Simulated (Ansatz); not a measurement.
# BNH4 (SMILES BN): levels of theory compared

Wanted: a comparison of 6 runs (UHF/STO-3G, PBE0/STO-3G, CCSDT(Q)/STO-3G, CCSDT/STO-3G, CCSDTQ/STO-3G, UCCSD(T)/STO-3G) of BNH4. 

Program for the calculation: Ansatz 0.2.0.

47 further runs of the same task are left out: 47 set aside as unsound or not needed.

**1. Starting point**

The species is BNH4 (6 atoms), meant as a singlet with charge 0. SMILES: `BN`. The H3–B1 distance was set to 1.796 Å, away from the relaxed value. At this shape a bond of the SMILES string is far longer than usual.

Bond lengths: B1–N2 1.385 Å, B1–H4 1.197 Å, N2–H5 1.006 Å, N2–H6 1.006 Å. Angles: B1–N2–H5 123.2°, B1–N2–H6 123.2°, N2–B1–H4 119.0°, H5–N2–H6 113.5°. A long bond or contact: B1–H3 1.796 Å.

**2. The energy at UHF/STO-3G (run 1)**

in.yaml reads:

```yaml
crystal:
  periodic: [false, false, false]
  atoms:
    - {symbol: B, position_ang: [-0.305201, -0.335398, -0.482153]}
    - {symbol: "N", position_ang: [-0.030901, 1.021602, -0.445753]}
    - {symbol: H, position_ang: [0.225800, -1.368000, 0.887500]}
    - {symbol: H, position_ang: [-0.889001, -0.784498, -1.425753]}
    - {symbol: H, position_ang: [-0.298601, 1.657902, -1.177353]}
    - {symbol: H, position_ang: [0.454999, 1.465602, 0.314747]}
basis:
  gaussian:
    orbitals: STO-3G
total_charge: 0
magnetization:
  spin_polarized: true
hamiltonian:
  xc: hf
accuracy: high
```

Run with:

```
$ ansatz run in.yaml --threads 1 --pin off --max-ram 2610MiB --events-out events.jsonl --progress --plain --runs-dir runs
```

The program printed:

```text
Warning: RAYON_NUM_THREADS=1 ignored (pool sized by the plan → 1); use --threads N
Functional definition: HF
  name "HF"
  exchange = exact_x
  correlation = 0
230 factors; integrals over basis functions are off by at most 1.3e-8 eV
mean field evaluation 1: about -2185.0340 eV, gradient 9.9e0 eV
mean field evaluation 2: about -2185.0639 eV, gradient 9.9e0 eV
mean field evaluation 4: about -2186.0807 eV, gradient 9.7e-1 eV
mean field evaluation 8: about -2186.0875 eV, gradient 3.0e-6 eV
mean field evaluation 16: about -2186.1257 eV, gradient 8.7e-4 eV
mean field evaluation 32: about -2182.9373 eV, gradient 1.1e1 eV
mean field evaluation 64: about -2186.0875 eV, gradient 1.8e-7 eV
mean field -2186.12120451 eV, -80.3384724597 hartree, gradient 3.5e-8 eV, S^2 0.156745; 3 other end points of the search recorded, 0 dependent functions left out
reference -2186.12120451 eV, -80.3384724597 hartree; 8, 8 occupied and 6, 6 virtual orbitals, 230 factors
Total energy: -2186.12120451 eV, -80.3384724597 hartree
```

Run time: 0.12 s. Hardware: 1 thread of Arm Neoverse V1, shared host.

**3. A single-point energy at PBE0/STO-3G (run 2)**

in.yaml, as its differences from that of step 2:

```diff
@@ -12,7 +12,4 @@
     orbitals: STO-3G
-total_charge: 0
-magnetization:
-  spin_polarized: true
 hamiltonian:
-  xc: hf
+  xc: pbe0
 accuracy: high
```

Run with:

```
$ ansatz run in.yaml --threads 1 --pin off --max-ram 2610MiB --events-out events.jsonl --progress --plain --runs-dir runs
```

The program printed:

```text
Warning: RAYON_NUM_THREADS=1 ignored (pool sized by the plan → 1); use --threads N
Functional definition: PBE0
  name "PBE0"
  parameter a = 0.25
  parameter kappa = 0.804
  parameter beta = 0.06672455060314922
  exchange = (1 - a)*pbe_x(kappa = kappa, mu = beta*pi^2/3) + a*exact_x
  correlation = pbe_c(beta = beta)
230 factors; integrals over basis functions are off by at most 1.3e-8 eV
mean field evaluation 1: about -2197.8712 eV, gradient 1.1e1 eV
mean field evaluation 2: about -2197.7587 eV, gradient 1.4e1 eV
mean field evaluation 4: about -2198.4027 eV, gradient 3.7e-1 eV
mean field evaluation 8: about -2198.3369 eV, gradient 1.1e-3 eV
mean field -2198.33686263 eV, -80.7873896155 hartree, gradient 5.1e-8 eV, S^2 0.000000; 0 other end points of the search recorded, 0 dependent functions left out
reference -2198.33686410 eV, -80.7873896695 hartree; 8, 8 occupied and 6, 6 virtual orbitals, 230 factors
Total energy: -2198.33686410 eV, -80.7873896695 hartree
```

It took 0.8 s on 1 thread of Arm Neoverse V1, shared host.

Runs 3 to 5 aren't shown in full; the table further down has their settings and results.

**4. The energy at UCCSD(T)/STO-3G (run 6)**

input.yaml reads:

```yaml
crystal:
  periodic: [false, false, false]
  atoms:
    - symbol: B
      position_ang: [-0.305201, -0.335398, -0.482153]
    - symbol: "N"
      position_ang: [-0.030901, 1.021602, -0.445753]
    - symbol: H
      position_ang: [0.225800, -1.368000, 0.887500]
    - symbol: H
      position_ang: [-0.889001, -0.784498, -1.425753]
    - symbol: H
      position_ang: [-0.298601, 1.657902, -1.177353]
    - symbol: H
      position_ang: [0.454999, 1.465602, 0.314747]
basis:
  gaussian:
    orbitals: STO-3G
scf:
  omitted_lower_state_checks: [cluster_reference, increment]
magnetization:
  spin_polarized: true
  initial_magnetization: 0
accuracy: high
correlation:
  method: ccsd_t
  frozen_orbitals: {B: 1, H: 0, "N": 1}
```

Run with:

```
$ ansatz run input.yaml --threads 1 --pin off --max-ram 2610MiB --events-out events.jsonl --progress --plain --runs-dir runs
```

The program printed, shortened:

```text
Warning: RAYON_NUM_THREADS=1 ignored (pool sized by the plan → 1); use --threads N
Functional definition: HF
  name "HF"
[...]
230 factors; integrals over basis functions are off by at most 1.3e-8 eV
[...]
mean field -2186.12120451 eV, -80.3384724597 hartree, gradient 3.5e-8 eV, S^2 0.156745; 3 other end points of the search recorded, 0 dependent functions left out
2 core orbitals not correlated: weight in the atoms' cores, before any rotation towards them, 1.000 or more for the frozen orbitals, at most 0.000 for the correlated occupied ones
reference -2186.12120451 eV, -80.3384724597 hartree; 6, 6 occupied and 6, 6 virtual orbitals, 230 factors
second order -2.70170064 eV of doubles, -0.00000000 eV of singles
cycle   1  -3.28594020 eV  change   -5.8e-1 eV  update   9.5e-2
[...]
cycle  23  -4.03179136 eV  change   -1.4e-9 eV  update  2.2e-10
perturbative correction -0.07946085 eV, -0.0029201325 hartree
Total energy: -2190.23245672 eV, -80.4895581917 hartree
Checks for a lower state left out: cluster_reference, increment
```

Wall time 0.2 s (1 thread of Arm Neoverse V1, shared host).

**5. The series**

| run | level | frozen core orbitals | energy (Eh) | wall time |
| --- | --- | --- | --- | --- |
| 1 | UHF/STO-3G | – | -80.338472 | 0.12 s |
| 2 | PBE0/STO-3G | – | -80.787390 | 0.8 s |
| 3 | CCSDT(Q)/STO-3G | 2 | -80.490166 | 0.22 s |
| 4 | CCSDT/STO-3G | 2 | -80.490374 | 0.2 s |
| 5 | CCSDTQ/STO-3G | 2 | -80.490134 | 2.5 s |
| 6 | UCCSD(T)/STO-3G | 2 | -80.489558 | 0.2 s |

**6. What came out**

```
                                          quantity         value
                               run 6: total energy  -80.48956 Eh
run 6: correlation energy (2 core orbitals frozen)    -151.1 mEh
                             run 6: (T) correction     -2.92 mEh
          run 6: ⟨S²⟩ of the reference determinant         0.157
                              run 6: T1 diagnostic         0.049
```

Below the UHF energy at the same shape and in the same basis (STO-3G): CCSDT(Q) -151.7 mEh; CCSDT -151.9 mEh; CCSDTQ -151.7 mEh; UCCSD(T) -151.1 mEh. Some of these start from another determinant than that one, so these aren't their correlation energies. In runs 3, 4, 5 the log says that unrestricted orbitals would lower the reference, so the values rest on an unstable closed-shell determinant (other closed-shell runs at this shape may share the fault). In runs 1, 2, 3, 4, 5, 6 the basis is minimal, so the values are rough. Spin contamination of the reference: run 1 ⟨S²⟩ = 0.16, run 6 ⟨S²⟩ = 0.16. All runs together took 4.1 s, the longest 2.5 s.
